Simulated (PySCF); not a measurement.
Compound: C₃HF₂ (charge -1).
Atom-mapped SMILES: `[C-:1]#[C:2][CH:3]([F:4])[F:5]` (hydrogens: H6 on C3)

Geometry (GFN2-xTB, Å), atoms numbered from 1 in this order:
```
atom  x, y, z in Å
C1     2.2644   -0.0237   -0.0416
C2     1.0316   -0.0112   -0.0158
C3    -0.3992   -0.0027    0.0635
F4    -1.0268    1.1681   -0.4305
F5    -1.0542   -1.0094   -0.6887
H6    -0.8128   -0.1192    1.0915
```

The closed-shell SCF was solved with PySCF and density fitting under several settings on one GFN2-xTB geometry (grid level 2 and gas phase unless stated).

| settings | basis functions | SCF cycles | E (Eh) | HOMO (eV) | LUMO (eV) |
| --- | --- | --- | --- | --- | --- |
| PBE0/pcSseg-1 | 90 | 14 | -314.1686 | -1.41 | 5.85 |
| PBE0/def2-TZVPP, start guess vsap | 169 | 11 | -314.3309 | -1.71 | 5.59 |

Q: Estimate the rows for these settings: (1) PBE0/6-31G*; (2) PBE0/pcSseg-1, grid level 1.

A: 
| settings | basis functions | SCF cycles | E (Eh) | HOMO (eV) | LUMO (eV) |
| --- | --- | --- | --- | --- | --- |
| PBE0/6-31G* | 72 | 14 | -314.1654 | -0.69 | 6.74 |
| PBE0/pcSseg-1, grid level 1 | 90 | 10 | -314.1686 | -1.41 | 5.85 |

Q: Over all rows, what range does the HOMO–LUMO gap span?

A: From 7.26 eV to 7.43 eV.

Q: Compare two rows with the functional PBE0: PBE0/pcSseg-1, grid level 1 and PBE0/def2-TZVPP, start guess vsap. Which energy is lower, and by how much?

A: PBE0/def2-TZVPP, start guess vsap (169 functions) lies 0.1623 Eh or 102 kcal/mol below PBE0/pcSseg-1, grid level 1 (90 functions).

Whole jobs, the steps after the SCF included, on an Intel Xeon at 2.50 GHz with one thread, no GPU, on a shared host:

```json
{"settings": "PBE0/pcSseg-1", "work after the SCF": "shieldings, charges and field gradients", "wall time": "9.9 s", "peak memory": "0.39 GiB"}
{"settings": "PBE0/def2-TZVPP, start guess vsap", "work after the SCF": "25 singlets by TDA, 5 Tamm–Dancoff triplets, polarisability", "wall time": "27 s", "peak memory": "0.70 GiB"}
{"settings": "PBE0/6-31G*", "work after the SCF": "shieldings, charges and field gradients", "wall time": "8.8 s", "peak memory": "0.36 GiB"}
{"settings": "PBE0/pcSseg-1, grid level 1", "work after the SCF": "shieldings, charges and field gradients", "wall time": "7.5 s", "peak memory": "0.36 GiB"}
```

Cycle counts include a coarse-grid stage where the run had one. All basis functions are spherical, in the Pople sets too.
